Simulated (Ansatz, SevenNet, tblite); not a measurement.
How well does each level of theory give the polycrystal shear modulus of wurtzite AlN?

Reference value: 133 GPa (measured, temperature not stated, not corrected to a static lattice, Hill average of measured single-crystal constants; as tabulated in Oses et al. (2018), arXiv:1811.08464).

Q: What do GFN1-xTB, SevenNet-0, LDA, PBE, Hartree–Fock give, and how far is each from the reference?

A: 
```json
[
 {"level (code)": "GFN1-xTB (tblite)", "value (GPa)": "45.0", "cell (Å³/atom)": "12.96", "difference (%)": "-66"},
 {"level (code)": "SevenNet-0", "value (GPa)": "101", "cell (Å³/atom)": "10.62", "difference (%)": "-24"},
 {"level (code)": "LDA (Ansatz)", "value (GPa)": "124", "cell (Å³/atom)": "10.21", "difference (%)": "-6.8"},
 {"level (code)": "PBE (Ansatz)", "value (GPa)": "121", "cell (Å³/atom)": "10.65", "difference (%)": "-9.0"},
 {"level (code)": "Hartree–Fock (Ansatz)", "value (GPa)": "160", "cell (Å³/atom)": "10.34", "difference (%)": "+20"}
]
```

The reference's temperature isn't stated, so close values are not ranked against it. Off by more than 25 %, or 35 % on the side where a correction would as a rule narrow the miss (bounds picked here): GFN1-xTB (-66 %).

The measured value isn't corrected to a static lattice, so vibrations enter the comparison. A static lattice is as a rule stiffer than a warm one, by over a tenth in soft solids.  GFN1-xTB: the method was fitted mainly to molecules. GFN1-xTB: the run uses a supercell at the zone centre in place of a k mesh. Each level is taken at its own relaxed cell. K meshes differ between the levels. Ansatz's density-functional and Hartree–Fock values are scalar-relativistic unless marked +SOC, with PAW data made under PBE.

Machine-learned potentials (SevenNet-0) are trained on DFT data: a solid inside that data is no test of them.

Differences are worked out from the printed values.

Ansatz is an electronic-structure program.
